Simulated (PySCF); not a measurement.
Cl4Si, charge +1, multiplicity 2. Atoms are numbered in the order given.

```xyz
5

Cl     1.2110    -1.2110     1.1279
Si     0.0000     0.0000     0.0000
Cl     1.2110     1.2110    -1.1279
Cl    -1.2110    -1.2110    -1.1279
Cl    -1.2110     1.2110     1.1279
```
Charge +1, spin multiplicity 2.

Coordinates come from a PBE-D3(BJ)/def2-SVP optimisation. The multiplicity is an assumed one; other spin states were not compared. The isomer is the one that the SMILES or the coordinates give; other isomers of the formula were not compared.

These are TDA-LC-ωPBE/def2-SVPD (PySCF) values and carry that method's errors.

Vertical excitations; the highest root listed may be one member of a degenerate set. Gas-phase values at a fixed geometry.

```csv
state,energy (eV),λ (nm),f,main pairs
root 1,0.19,6683,0.001,"β HOMO−1→LUMO 65 %, β HOMO−6→LUMO 34 %"
root 2,0.24,5170,0.000,"β HOMO→LUMO 75 %, β HOMO−5→LUMO 21 %"
root 3,0.92,1349,0.000,"β HOMO−5→LUMO 65 %, β HOMO→LUMO 23 %"
root 4,0.99,1247,0.031,β HOMO−3→LUMO 81 %
root 5,1.00,1235,0.015,β HOMO−2→LUMO 87 %
root 6,1.33,929,0.012,"β HOMO−6→LUMO 53 %, β HOMO−1→LUMO 28 %, β HOMO−4→LUMO 16 %"
root 7,1.56,797,0.054,β HOMO−4→LUMO 76 %
root 8,3.24,382,0.012,"β HOMO−9→LUMO 62 %, β HOMO−7→LUMO 30 %"
root 9,3.41,364,0.010,"β HOMO−7→LUMO 59 %, β HOMO−9→LUMO 31 %"
root 10,3.42,363,0.050,β HOMO−8→LUMO 92 %
```
Unrestricted roots are not spin-pure.
